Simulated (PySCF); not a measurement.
# Ionisation energy of S by level of theory

S [Ne] 3s2 3p4 (3P) → S⁺ [Ne] 3s2 3p3 (4S), as a difference of total energies. All numbers are calculated (PySCF 2.14, scalar relativity by spin-free X2C-1e, in dyall-acv3z (19s12p6d4f, 113 functions)). Correlated levels: valence: [Ne] frozen; valence and next inner shell: 1s2 frozen; virtual orbitals above 40 to 60 times the deepest correlated orbital energy dropped. The calculations carry no spin-orbit coupling.

```
                                method  ionisation energy (eV)  error (eV)
                                   UHF                   9.221      -1.115
                                   LDA                  10.553      +0.217
                                   PBE                  10.415      +0.079
                                  PBE0                  10.389      +0.053
                                r2SCAN                  10.352      +0.016
                                  BLYP                  10.405      +0.069
                             BHandHLYP                  10.345      +0.009
                                revPBE                  10.385      +0.049
                         MP2 (valence)                   9.998      -0.338
                     SCS-MP2 (valence)                  10.082      -0.254
    MP2 (valence and next inner shell)                  10.009      -0.327
SCS-MP2 (valence and next inner shell)                  10.088      -0.248
```

Reference: 10.336 eV (measured; NIST levels, between the centres of gravity of the two terms).

Errors of the correlated levels include the incompleteness of this basis and the frozen core.
